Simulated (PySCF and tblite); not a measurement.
Values are calculated unless marked as measured or tabulated.
C5H12, numbered as in [CH3:1][CH2:2][CH2:3][CH2:4][CH3:5].

The ensemble was built from 90 distance-geometry starts (ETKDG and KDG, MMFF94s, GFN2-xTB) and rests on PBE0-D3(BJ)/def2-SVP geometries. Weights use PBE0-D3(BJ)/def2-TZVP energies plus GFN2-xTB zero-point and thermal terms (modes under about 100 cm⁻¹ blended into free rotors). Symmetry numbers and mirror images are counted. Conformers within 4 kcal/mol (GFN2-xTB free energy) were kept, 7 at most. Couplings: B3LYP/pcSseg-1 with pcJ-1 on H (gas phase; spin-dipole term only for pairs with B, N, F, Si or P). Couplings are for ¹H; a prime marks the second kind of pair between the same two sets of atoms. (PySCF 2.14, tblite 0.8.)

Torsions listed: C1–C2–C3–C4, C2–C3–C4–C5. Of a mirror pair one member is shown.

| conformer | shape | weight % |
| --- | --- | --- |
| 1 | -177°, -65° | 48.5 |
| 2 | 180°, 180° | 42.3 |
| 3 | 60°, 60° | 8.6 |
| 4 | -63°, 88° | 0.7 |

Question: Give the couplings in each conformer and the averages at 298.15 K (pairs that fast motion interchanges averaged).

Answer: 
```csv
coupling,pairs,1,2,3,4,average (Hz)
"²J(H1,H1)",6,-14.2,-14.1,-14.2,-14.2,-14.2
"³J(H1,H2)",12,8.2,8.1,8.3,8.4,8.2
"²J(H2,H2)",2,-15.0,-14.8,-15.8,-15.8,-15.0
"³J(H2,H3)",4,8.8,14.3,4.0,2.1,10.7
"³J(H2,H3′)",4,7.0,4.3,9.4,10.1,6.1
"²J(H3,H3)",1,-15.0,-14.4,-15.4,-16.1,-14.8
```
